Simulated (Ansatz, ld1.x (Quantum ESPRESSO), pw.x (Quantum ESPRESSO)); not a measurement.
Which H potential is closest to all-electron in the fcc crystal?

All use PBEsol, scalar-relativistic, no spin, cutoffs from each file’s atomic test, pw.x 7.5; 18³ k-points, Fermi–Dirac smearing 0.01 Ry. Δ is the rms difference from all-electron LAPW of the E(V) curves that follow from fits to the pressures, over ±6 % in volume. Mesh and smearing are coarse and serve the comparison alone. The files are a selection: those with a ghost or negative overlap were mostly not run, and those with noisy or unconverged pressures or nearly equal Δ are left out.

All-electron: a0 = 2.267 Å (V0 = 2.91 Å³/atom), B0 = 114.1 GPa.

Rank them by Δ, smallest first.
A. norm-conserving RRKJ (Kleinman–Bylander form), ld1.x (Quantum ESPRESSO) 7.5, PBEsol; core none, reference 1s1; waves: 2p channel at 0.2 Ry: rc 1.55 bohr; 1s (bound): rc 1.45 bohr; local part: the s channel; core correction: none; rho0 0.01.
B. PAW, ld1.x (Quantum ESPRESSO) 7.5, PBEsol; core none, reference 1s1; waves: 1s (bound): rcut 1.35, rcutus 1.50 bohr; 1s channel at 0.85 Ry: rcut 1.35, rcutus 1.50 bohr; 2p channel at 0.05 Ry: rcut 1.15, rcutus 1.45 bohr; 2p channel at 1.8 Ry: rcut 1.15, rcutus 1.45 bohr; local part: all-electron potential smoothed inside 1.45 bohr (lloc = -2); core correction: none; augmentation: PSQ, inside the norm-conserving radii.
C. ultrasoft, ld1.x (Quantum ESPRESSO) 7.5, PBEsol; core none, reference 1s1; waves: 1s (bound): rcut 1.65, rcutus 1.75 bohr; 1s channel at 0.65 Ry: rcut 1.65, rcutus 1.75 bohr; 2p channel at 0.15 Ry: rcut 1.25, rcutus 1.55 bohr; 2p channel at 0.55 Ry: rcut 1.25, rcutus 1.55 bohr; local part: all-electron potential smoothed inside 1.40 bohr (lloc = -1); core correction: none; augmentation: PSQ, radius 1.10 bohr.

C (0.1 meV/atom), B (0.7 meV/atom), A (1.0 meV/atom).
